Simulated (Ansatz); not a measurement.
**BF2H2 with multiplicity 2: two geometries relaxed**

Aim: relax the geometries before and after the reaction (atom abstraction by a radical), and see whether they are two minima and how far apart in energy. Meant to form: F2–F5; to break: B1–F2. The start is a guess near the saddle point, from which both ends are pulled out.

All numbers below are computed with Ansatz 0.2.0 (UKS PBE-D4/def2-SVP).

### Step 1. The starting structure

Bond lengths: B1–F2 1.570 Å, B1–H3 1.190 Å, B1–H4 1.190 Å. Angles: F2–B1–H3 120.0°, F2–B1–H4 120.0°, H3–B1–H4 120.0°.

As a file:

```xyz
5

B     0.0000    0.0000    0.0000
F     0.0000    0.0000    1.5700
H     1.0305    0.0000   -0.5950
H    -1.0305    0.0000   -0.5950
F     0.0000    0.0000    3.0100
```

### Step 2. Pulling towards end A

Springs on the bonds that form and break draw the guess towards this end; the thresholds are loose.

input.yaml

```yaml
crystal:
  periodic: [false, false, false]
  atoms:
    - { symbol: B, position_ang: [0.0, 0.0, 0.0] }
    - { symbol: F, position_ang: [0.0, 0.0, 1.57] }
    - { symbol: H, position_ang: [1.0305, 0.0, -0.595] }
    - { symbol: H, position_ang: [-1.0305, 0.0, -0.595] }
    - { symbol: F, position_ang: [0.0, 0.0, 3.01] }
magnetization:
  spin_polarized: true
  initial_magnetization: 1
basis:
  gaussian: { orbitals: def2-SVP }
hamiltonian:
  xc: pbe
  dispersion: d4
relax:
  f_tol: 0.15
  max_steps: 25
  restrain:
    - { distance: [1, 4], at: 2.34, k: 30.0 }
    - { distance: [0, 1], at: 1.32, k: 30.0 }
```

Command:

```bash
$ ansatz run input.yaml --threads 1 --pin off --max-ram 2048MiB --backend cpu --events-out ev --progress --plain --runs-dir out
```

Output (excerpt; [...] marks lines left out):

```text
Warning: RAYON_NUM_THREADS=1 ignored (pool sized by the plan → 1); use --threads N
[...]
Functional definition: PBE
[...]
566 factors; their error is unknown
[...]
mean field -6125.30679646 eV, -225.1008728880 hartree, gradient 1.4e-5 eV, S^2 0.751558; 0 other end points of the search recorded, 0 dependent functions left out
[...]
reference -6125.30681926 eV, -225.1008737256 hartree; 13, 12 occupied and 39, 40 virtual orbitals, 566 factors
relax step   1: F+E_penalty+E_count = -6125.34062623 eV  Δ(F+E_penalty+E_count) = +0.000e0 eV  max|allowed force component| = 1.519e1 eV/Å  E_restraint = 13.08750000 eV  max|allowed force component, restraints' pulls added| = 4.969e1 eV/Å  Δτ_max = 0.0000 Å  (30 SCF iters, accepted)
[...]
WARN: the results are in doubt because the forces break the atoms' symmetry
relax step   3: F+E_penalty+E_count = -6128.48889329 eV  Δ(F+E_penalty+E_count) = -3.322e-1 eV  max|allowed force component| = 2.835e0 eV/Å  E_restraint = 0.43617407 eV  max|allowed force component, restraints' pulls added| = 5.151e0 eV/Å  Δτ_max = 0.1985 Å  (98 SCF iters, accepted)
[...]
relax step   5: F+E_penalty+E_count = -6128.62090839 eV  Δ(F+E_penalty+E_count) = -4.994e-2 eV  max|allowed force component| = 1.595e-1 eV/Å  E_restraint = 0.00151470 eV  max|allowed force component, restraints' pulls added| = 2.441e-1 eV/Å  Δτ_max = 0.0934 Å  (63 SCF iters, accepted)
[...]
relax step   7: F+E_penalty+E_count = -6128.68085054 eV  Δ(F+E_penalty+E_count) = -3.520e-2 eV  max|allowed force component| = 5.531e-1 eV/Å  E_restraint = 0.03914409 eV  max|allowed force component, restraints' pulls added| = 1.488e0 eV/Å  Δτ_max = 0.1951 Å  (64 SCF iters, rejected (line search))
[...]
relax step   8: F+E_penalty+E_count = -6128.67156074 eV  Δ(F+E_penalty+E_count) = -2.591e-2 eV  max|allowed force component| = 1.263e-1 eV/Å  E_restraint = 0.00208466 eV  max|allowed force component, restraints' pulls added| = 3.378e-1 eV/Å  Δτ_max = 0.0975 Å  (70 SCF iters, accepted)
[...]
relax step   9: F+E_penalty+E_count = -6128.69540096 eV  Δ(F+E_penalty+E_count) = -2.384e-2 eV  max|allowed force component| = 1.274e-1 eV/Å  E_restraint = 0.00279907 eV  max|allowed force component, restraints' pulls added| = 4.441e-1 eV/Å  Δτ_max = 0.0955 Å  (64 SCF iters, accepted)
  distance F 1 - F 4 = 2.3510 Å
  distance B 0 - F 1 = 1.3280 Å
[...]
566 factors; their error is unknown
[...]
mean field -6128.53332819 eV, -225.2194457420 hartree, gradient 3.0e-6 eV, S^2 0.750920; 0 other end points of the search recorded, 0 dependent functions left out
[...]
reference -6128.53335209 eV, -225.2194466201 hartree; 13, 12 occupied and 39, 40 virtual orbitals, 566 factors
```

### Step 3. The output, continued: pulled along the bonds that form and break, towards end A

The log, continued (excerpt; [...] marks lines left out):

```text
relax step  10: F+E_penalty+E_count = -6128.56408829 eV  Δ(F+E_penalty+E_count) = +1.313e-1 eV  max|allowed force component| = 1.974e0 eV/Å  E_restraint = 0.01579001 eV  max|allowed force component, restraints' pulls added| = 2.062e0 eV/Å  Δτ_max = 0.1470 Å  (66 SCF iters, rejected (line search))
[...]
relax step  15: F+E_penalty+E_count = -6128.77793709 eV  Δ(F+E_penalty+E_count) = -4.190e-3 eV  max|allowed force component| = 1.833e-1 eV/Å  E_restraint = 0.00168804 eV  max|allowed force component, restraints' pulls added| = 2.967e-1 eV/Å  Δτ_max = 0.0399 Å  (41 SCF iters, accepted)
[...]
relax step  16: F+E_penalty+E_count = -6128.78297177 eV  Δ(F+E_penalty+E_count) = -5.035e-3 eV  max|allowed force component| = 2.486e-1 eV/Å  E_restraint = 0.00080775 eV  max|allowed force component, restraints' pulls added| = 2.599e-2 eV/Å  Δτ_max = 0.1163 Å  (50 SCF iters, accepted)
  distance F 1 - F 4 = 2.3339 Å
  distance B 0 - F 1 = 1.3241 Å
566 factors; their error is unknown
[...]
mean field -6128.74980553 eV, -225.2274011374 hartree, gradient 1.1e-5 eV, S^2 0.750988; 8 other end points of the search recorded, 0 dependent functions left out
[...]
reference -6128.74982865 eV, -225.2274019870 hartree; 13, 12 occupied and 39, 40 virtual orbitals, 566 factors
Total energy: -6128.78299489 eV, -225.2286208237 hartree
Atom 0 at    -0.126513     0.000803     0.057639 Å, force     0.037692    -0.002246    -0.083206 eV/Å
Atom 1 at    -0.818777     0.015431     1.186219 Å, force     0.045390    -0.001052     0.248590 eV/Å
Atom 2 at     1.085944    -0.001335     0.112642 Å, force     0.013138    -0.000458    -0.019326 eV/Å
Atom 3 at    -0.784601    -0.009282    -0.971242 Å, force     0.022051     0.001326     0.007868 eV/Å
Atom 4 at     0.643946    -0.005617     3.004742 Å, force    -0.118270     0.002431    -0.153927 eV/Å
Dipole moment:    -0.048929    -0.000001    -0.362472 e Å
```

Run time: 37 s. Hardware: 1 thread of Arm Neoverse V1, shared host; peak memory 0.1 GiB.

Step by step:

```csv
step,energy from step 1 (eV),largest force component (eV/Å)
1,0.0000,15.1925
2,-2.8161,4.3216
3,-3.1483,2.8346
4,-3.2303,1.4124
5,-3.2803,0.1595
6,-3.3050,0.1536
7x,-3.3402,0.5531
8,-3.3309,0.1263
9,-3.3548,0.1274
10x,-3.2235,1.9737
11,-3.3729,0.1472
12,-3.3896,0.1734
13,-3.4105,0.1929
14,-3.4331,0.1905
15,-3.4373,0.1833
16,-3.4423,0.2486
```

Step 1 is the start. 2 steps were tried and not accepted (7, 10; marked x where the table lists them). Energies and forces in the table leave out the springs, which the log lists apart; the run stops on the force with the springs' pull added.

After: Bond lengths: B1–F2 1.324 Å, B1–H3 1.214 Å, B1–H4 1.221 Å. Angles: F2–B1–H3 118.9°, F2–B1–H4 115.9°, H3–B1–H4 125.2°.

### Step 4. Relaxing end A

It starts where the restrained run ended.

input.yaml

```yaml
crystal:
  periodic: [false, false, false]
  atoms:
    - { symbol: B, position_ang: [-0.126513, 0.000803, 0.057639] }
    - { symbol: F, position_ang: [-0.818777, 0.015431, 1.186219] }
    - { symbol: H, position_ang: [1.085944, -0.001335, 0.112642] }
    - { symbol: H, position_ang: [-0.784601, -0.009282, -0.971242] }
    - { symbol: F, position_ang: [0.643946, -0.005617, 3.004742] }
magnetization:
  spin_polarized: true
  initial_magnetization: 1
basis:
  gaussian: { orbitals: def2-SVP }
hamiltonian:
  xc: pbe
  dispersion: d4
relax:
  f_tol: 0.03
  max_steps: 50
```

Command:

```bash
$ ansatz run input.yaml --threads 1 --pin off --max-ram 2048MiB --backend cpu --events-out ev --progress --plain --runs-dir out
```

Output (excerpt; [...] marks lines left out):

```text
Warning: RAYON_NUM_THREADS=1 ignored (pool sized by the plan → 1); use --threads N
[...]
Functional definition: PBE
[...]
566 factors; their error is unknown
[...]
mean field -6128.74982276 eV, -225.2274017707 hartree, gradient 1.5e-6 eV, S^2 0.750988; 7 other end points of the search recorded, 0 dependent functions left out
[...]
reference -6128.74984584 eV, -225.2274026186 hartree; 13, 12 occupied and 39, 40 virtual orbitals, 566 factors
relax step   1: F+E_penalty+E_count = -6128.78298900 eV  Δ(F+E_penalty+E_count) = +0.000e0 eV  max|allowed force component| = 2.480e-1 eV/Å  Δτ_max = 0.0000 Å  (144 SCF iters, accepted)
[...]
relax step   5: F+E_penalty+E_count = -6128.80252033 eV  Δ(F+E_penalty+E_count) = -2.795e-3 eV  max|allowed force component| = 2.129e-1 eV/Å  Δτ_max = 0.0239 Å  (39 SCF iters, accepted)
[...]
relax step   6: F+E_penalty+E_count = -6128.80460757 eV  Δ(F+E_penalty+E_count) = -2.087e-3 eV  max|allowed force component| = 2.550e-3 eV/Å  Δτ_max = 0.0131 Å  (39 SCF iters, accepted)
566 factors; their error is unknown
[...]
mean field -6128.77058866 eV, -225.2281649032 hartree, gradient 1.6e-5 eV, S^2 0.751044; 8 other end points of the search recorded, 0 dependent functions left out
[...]
reference -6128.77061203 eV, -225.2281657622 hartree; 13, 12 occupied and 39, 40 virtual orbitals, 566 factors
Total energy: -6128.80463095 eV, -225.2294159344 hartree
Atom 0 at    -0.106975    -0.000999     0.079743 Å, force     0.002285    -0.002049     0.001687 eV/Å
Atom 1 at    -0.777758     0.003021     1.228298 Å, force    -0.000160     0.000925     0.000184 eV/Å
Atom 2 at     1.105269    -0.008168     0.102183 Å, force    -0.000969     0.000899     0.001095 eV/Å
Atom 3 at    -0.794699     0.002364    -0.926997 Å, force    -0.001603     0.000453    -0.002550 eV/Å
Atom 4 at     0.574163     0.003783     2.906772 Å, force     0.000448    -0.000228    -0.000417 eV/Å
Dipole moment:    -0.056461    -0.000651    -0.383708 e Å
```

It took 14 s on 1 thread of Arm Neoverse V1, shared host; peak memory 0.1 GiB.

Step by step:

```csv
step,energy from step 1 (eV),largest force component (eV/Å)
1,0.0000,0.2480
2,-0.0131,0.1790
3x,-0.0106,0.2071
4,-0.0167,0.4274
5,-0.0195,0.2129
6,-0.0216,0.0026
```

Step 1 is the start. 1 step was tried and not accepted (3; marked x where the table lists them).

After: Bond lengths: B1–F2 1.330 Å, B1–H3 1.212 Å, B1–H4 1.219 Å. Angles: F2–B1–H3 119.2°, F2–B1–H4 115.4°, H3–B1–H4 125.4°.

### Step 5. A restrained relaxation towards end B

Springs on the bonds that form and break draw the guess towards this end; the thresholds are loose.

input.yaml

```yaml
crystal:
  periodic: [false, false, false]
  atoms:
    - { symbol: B, position_ang: [0.0, 0.0, 0.0] }
    - { symbol: F, position_ang: [0.0, 0.0, 1.57] }
    - { symbol: H, position_ang: [1.0305, 0.0, -0.595] }
    - { symbol: H, position_ang: [-1.0305, 0.0, -0.595] }
    - { symbol: F, position_ang: [0.0, 0.0, 3.01] }
magnetization:
  spin_polarized: true
  initial_magnetization: 1
basis:
  gaussian: { orbitals: def2-SVP }
hamiltonian:
  xc: pbe
  dispersion: d4
relax:
  f_tol: 0.15
  max_steps: 25
  restrain:
    - { distance: [1, 4], at: 1.14, k: 30.0 }
    - { distance: [0, 1], at: 2.52, k: 30.0 }
```

Command:

```bash
$ ansatz run input.yaml --threads 1 --pin off --max-ram 2048MiB --backend cpu --events-out ev --progress --plain --runs-dir out
```

Output (excerpt; [...] marks lines left out):

```text
Warning: RAYON_NUM_THREADS=1 ignored (pool sized by the plan → 1); use --threads N
[...]
Functional definition: PBE
[...]
566 factors; their error is unknown
[...]
mean field -6125.30679646 eV, -225.1008728880 hartree, gradient 1.4e-5 eV, S^2 0.751558; 0 other end points of the search recorded, 0 dependent functions left out
[...]
reference -6125.30681926 eV, -225.1008737256 hartree; 13, 12 occupied and 39, 40 virtual orbitals, 566 factors
relax step   1: F+E_penalty+E_count = -6125.34062623 eV  Δ(F+E_penalty+E_count) = +0.000e0 eV  max|allowed force component| = 1.519e1 eV/Å  E_restraint = 14.88750000 eV  max|allowed force component, restraints' pulls added| = 2.614e1 eV/Å  Δτ_max = 0.0000 Å  (30 SCF iters, accepted)
[...]
  distance F 1 - F 4 = 1.3427 Å
  distance B 0 - F 1 = 2.5115 Å
566 factors; their error is unknown
[...]
mean field -6123.29045797 eV, -225.0267738152 hartree, gradient 1.9e-5 eV, S^2 0.752289; 4 other end points of the search recorded, 0 dependent functions left out
[...]
reference -6123.29048254 eV, -225.0267747181 hartree; 13, 12 occupied and 39, 40 virtual orbitals, 566 factors
Total energy: -6123.32162971 eV, -225.0279193553 hartree
Atom 0 at     0.000006     0.000245    -0.409088 Å, force     0.000635    -0.003602     0.296118 eV/Å
Atom 1 at     0.000608    -0.001684     2.102365 Å, force     0.004083    -0.010027    -6.251515 eV/Å
Atom 2 at     1.115054     0.000152    -0.874311 Å, force    -0.005489     0.001154    -0.009475 eV/Å
Atom 3 at    -1.115166     0.000152    -0.873992 Å, force     0.005260     0.001154    -0.009351 eV/Å
Atom 4 at    -0.000502     0.001134     3.445027 Å, force    -0.004490     0.011321     5.974223 eV/Å
Dipole moment:    -0.000037     0.000227    -0.413459 e Å
```

Wall time 11 s (1 thread of Arm Neoverse V1, shared host); peak memory 0.1 GiB.

Relaxation path:

| step | energy from step 1 (eV) | largest force component (eV/Å) |
| --- | --- | --- |
| 1 | 0.0000 | 15.1925 |
| 2 | 0.6427 | 9.4040 |
| 3 | 1.6934 | 6.7523 |
| 4 | 2.1127 | 6.2686 |
| 5 | 2.0554 | 6.4932 |
| 6 | 2.0190 | 6.2515 |

Step 1 is the start. Energies and forces in the table leave out the springs, which the log lists apart; the run stops on the force with the springs' pull added.

After: Bond lengths: B1–H3 1.208 Å, B1–H4 1.208 Å, F2–F5 1.343 Å. Angles: H3–B1–H4 134.7°.

Pairs that crossed the distance rule for bonds on the way: came closer F2–F5; moved apart B1–F2.

### Step 6. Relaxing end B

It starts where the restrained run ended.

input.yaml

```yaml
crystal:
  periodic: [false, false, false]
  atoms:
    - { symbol: B, position_ang: [6.0e-06, 0.000245, -0.409088] }
    - { symbol: F, position_ang: [0.000608, -0.001684, 2.102365] }
    - { symbol: H, position_ang: [1.115054, 0.000152, -0.874311] }
    - { symbol: H, position_ang: [-1.115166, 0.000152, -0.873992] }
    - { symbol: F, position_ang: [-0.000502, 0.001134, 3.445027] }
magnetization:
  spin_polarized: true
  initial_magnetization: 1
basis:
  gaussian: { orbitals: def2-SVP }
hamiltonian:
  xc: pbe
  dispersion: d4
relax:
  f_tol: 0.03
  max_steps: 50
```

Command:

```bash
$ ansatz run input.yaml --threads 1 --pin off --max-ram 2048MiB --backend cpu --events-out ev --progress --plain --runs-dir out
```

Output (excerpt; [...] marks lines left out):

```text
Warning: RAYON_NUM_THREADS=1 ignored (pool sized by the plan → 1); use --threads N
[...]
Functional definition: PBE
[...]
566 factors; their error is unknown
[...]
mean field -6123.29045821 eV, -225.0267738239 hartree, gradient 6.7e-5 eV, S^2 0.752289; 3 other end points of the search recorded, 0 dependent functions left out
[...]
reference -6123.29048278 eV, -225.0267747268 hartree; 13, 12 occupied and 39, 40 virtual orbitals, 566 factors
relax step   1: F+E_penalty+E_count = -6123.32160537 eV  Δ(F+E_penalty+E_count) = +0.000e0 eV  max|allowed force component| = 6.252e0 eV/Å  Δτ_max = 0.0000 Å  (63 SCF iters, accepted)
[...]
relax step   5: F+E_penalty+E_count = -6128.50259911 eV  Δ(F+E_penalty+E_count) = -1.160e0 eV  max|allowed force component| = 1.029e0 eV/Å  Δτ_max = 0.1970 Å  (64 SCF iters, accepted)
[...]
relax step  17: F+E_penalty+E_count = -6128.80447361 eV  Δ(F+E_penalty+E_count) = -3.720e-4 eV  max|allowed force component| = 2.280e-2 eV/Å  Δτ_max = 0.0135 Å  (32 SCF iters, accepted)
566 factors; their error is unknown
[...]
mean field -6128.77041424 eV, -225.2281584937 hartree, gradient 8.6e-6 eV, S^2 0.751046; 8 other end points of the search recorded, 0 dependent functions left out
[...]
reference -6128.77043752 eV, -225.2281593492 hartree; 13, 12 occupied and 39, 40 virtual orbitals, 566 factors
Total energy: -6128.80449688 eV, -225.2294110076 hartree
Atom 0 at    -0.116881    -0.000064     0.081772 Å, force     0.012130    -0.000382     0.007682 eV/Å
Atom 1 at    -0.769836    -0.023583     1.239991 Å, force    -0.022498     0.001703     0.016981 eV/Å
Atom 2 at     1.095594     0.004629     0.091748 Å, force    -0.003301     0.001510    -0.022804 eV/Å
Atom 3 at    -0.821453     0.014077    -0.913194 Å, force     0.010954    -0.001414    -0.007480 eV/Å
Atom 4 at     0.612576     0.004940     2.889683 Å, force     0.002715    -0.001417     0.005621 eV/Å
Dipole moment:    -0.063587     0.000350    -0.382204 e Å
```

It took 39 s on 1 thread of Arm Neoverse V1, shared host; peak memory 0.1 GiB.

Relaxation path:

```csv
step,energy from step 1 (eV),largest force component (eV/Å)
1,0.0000,6.2515
2,-0.6344,6.3391
3,-2.1074,7.5558
4,-4.0214,6.2762
5,-5.1810,1.0294
6,-5.2789,0.1704
7,-5.2928,0.2883
8,-5.3070,0.4381
9,-5.3190,0.4587
10,-5.3475,0.3660
11,-5.3926,0.5657
12,-5.4290,0.7560
13,-5.4495,0.9872
14,-5.4710,0.5240
15x,-5.1927,2.3679
16,-5.4825,0.0428
17,-5.4829,0.0228
```

Step 1 is the start. 1 step was tried and not accepted (15; marked x where the table lists them).

After: Bond lengths: B1–F2 1.330 Å, B1–H3 1.213 Å, B1–H4 1.219 Å. Angles: F2–B1–H3 118.9°, F2–B1–H4 115.3°, H3–B1–H4 125.8°.

Pairs that crossed the distance rule for bonds on the way: came closer B1–F2; moved apart F2–F5.

### Step 7. Outcome

```
                           quantity                     value
                              end A   4 moves, 0.022 eV lower
                              end B  15 moves, 5.483 eV lower
largest difference between the ends                    0.01 Å
            end B relative to end A                 +0.000 eV
```

**Reading.** The two relaxations end at one structure, within 0.01 Å: no second minimum was found from this start, which doesn't rule one out.
